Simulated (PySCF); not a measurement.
# [SiH3]− (SMILES [SiH3-]) at 3 levels

Aim: a comparison of 3 runs (MP2/6-31G, CISD/6-31G, FCI/6-31G) of [SiH3]−. The job is set up through a Python script.

Program for the calculation: PySCF 2.14.0.

6 further runs of the same task are left out: 6 set aside as unsound or not needed.

**1. The molecule**

[SiH3]−: 4 atoms, total charge -1, spin state singlet. SMILES: `[SiH3-]`. The Si1–H4 distance was set to 1.855 Å, away from the relaxed value.

Bond lengths: Si1–H2 1.546 Å, Si1–H3 1.546 Å. Angles: H2–Si1–H3 94.1°. A long bond or contact: Si1–H4 1.855 Å.

**2. A single-point energy at MP2/6-31G (run 1)**

job.py

```python
from pyscf import gto, mp

system = gto.Mole()
system.atom = '''
Si     1.476316    -0.384183    -0.345261
H      1.262588     0.887602     2.275412
H     -0.107652    -2.714216     0.425181
H     -1.261959     1.345863    -1.685258
'''
system.max_memory = 1860
system.verbose = 3
system.charge = -1
system.basis = '6-31g'
system.unit = 'bohr'
system.build()

mf = system.RHF()
mf.conv_tol = 1e-10
mf.kernel()
if not mf.converged:
    mf = mf.newton().run(mf.mo_coeff, mf.mo_occ)

pt = mp.MP2(mf, frozen=5).run()
etot = pt.e_tot
print('E(%s) = %.9f' % ('MP2', etot))
```

The run is started by

```sh
$ OMP_NUM_THREADS=1 python job.py
```

Output:

```text
converged SCF energy = -290.561326009449
E(RMP2) = -290.621301643966  E_corr = -0.0599756345176294
E(SCS-RMP2) = -290.628987742016  E_corr = -0.0676617325668047
E(MP2) = -290.621301644
```

Run time: 0.64 s. Hardware: 1 thread of Arm Neoverse V2, shared host; peak memory 0.12 GiB.

**3. The energy at CISD/6-31G (run 2)**

input.py

```python
from pyscf import gto, ci

mol = gto.Mole()
mol.atom = '''
Si     1.476316    -0.384183    -0.345261
H      1.262588     0.887602     2.275412
H     -0.107652    -2.714216     0.425181
H     -1.261959     1.345863    -1.685258
'''
mol.basis = '6-31g'
mol.charge = -1
mol.spin = 0
mol.unit = 'bohr'
mol.verbose = 3
mol.max_memory = 1860
mol.build()

mf = mol.RHF()
mf.conv_tol = 1e-10
mf.kernel()
if not mf.converged:
    mf = mf.newton().run(mf.mo_coeff, mf.mo_occ)

cisd = ci.CISD(mf, frozen=5)
cisd.kernel()
e_final = cisd.e_tot
print('E = %.10f Eh' % e_final)
```

The run is started by

```sh
$ OMP_NUM_THREADS=1 python input.py
```

Output:

```text
converged SCF energy = -290.561326009449
E(RCISD) = -290.6409489172312  E_corr = -0.07962290778238706
E = -290.6409489172 Eh
```

Run time: 0.64 s. Hardware: 1 thread of Arm Neoverse V2, shared host; peak memory 0.12 GiB.

**4. The energy at FCI/6-31G (run 3)**

job.py

```python
from pyscf import gto, mcscf

system = gto.M(
    atom='''
Si     1.476316    -0.384183    -0.345261
H      1.262588     0.887602     2.275412
H     -0.107652    -2.714216     0.425181
H     -1.261959     1.345863    -1.685258
''',
    basis='6-31g',
    max_memory=1860,
    charge=-1,
    unit='bohr',
    verbose=3,
)

calc0 = system.RHF()
calc0.conv_tol = 1e-10
calc0.kernel()
if not calc0.converged:
    calc0 = calc0.newton().run(calc0.mo_coeff, calc0.mo_occ)

cas = mcscf.CASCI(calc0, calc0.mo_coeff.shape[-1] - 5, (system.nelec[0] - 5, system.nelec[1] - 5))  # full CI above the frozen core
cas.fix_spin_(ss=0.0)
cas.kernel()
e_tot = cas.e_tot
print(f'total energy: {e_tot:.8f} hartree')
```

The run is started by

```sh
$ OMP_NUM_THREADS=1 python job.py
```

Output:

```text
converged SCF energy = -290.561326009449
CASCI E = -290.646225552963  E(CI) = -10.0313987693348  S^2 = 0.0000000
total energy: -290.64622555 hartree
```

Run time: 28 s. Hardware: 1 thread of Arm Neoverse V2, shared host; peak memory 0.32 GiB.

**5. The series**

| run | level | energy (Eh) | HOMO energy (eV) | LUMO energy (eV) | HOMO–LUMO gap (eV) | wall time |
| --- | --- | --- | --- | --- | --- | --- |
| 1 | MP2/6-31G | -290.621302 | -1.88 | 9.30 | 11.18 | 0.64 s |
| 2 | CISD/6-31G | -290.640949 | -1.88 | 9.30 | 11.18 | 0.64 s |
| 3 | FCI/6-31G | -290.646226 | -1.88 | 9.30 | 11.18 | 28 s |

**6. Results**

```
                                                    quantity          value
                                         run 3: total energy  -290.64623 Eh
                  run 3: HOMO energy (Hartree–Fock orbitals)       -1.88 eV
                  run 3: LUMO energy (Hartree–Fock orbitals)        9.30 eV
run 3: HOMO–LUMO gap (to an unbound level, set by the basis)       11.18 eV
          run 3: correlation energy (5 core orbitals frozen)      -84.9 mEh
```

Against full CI in this basis: MP2 +24.9 mEh; CISD +5.3 mEh. All runs together took 29 s, the longest 28 s.
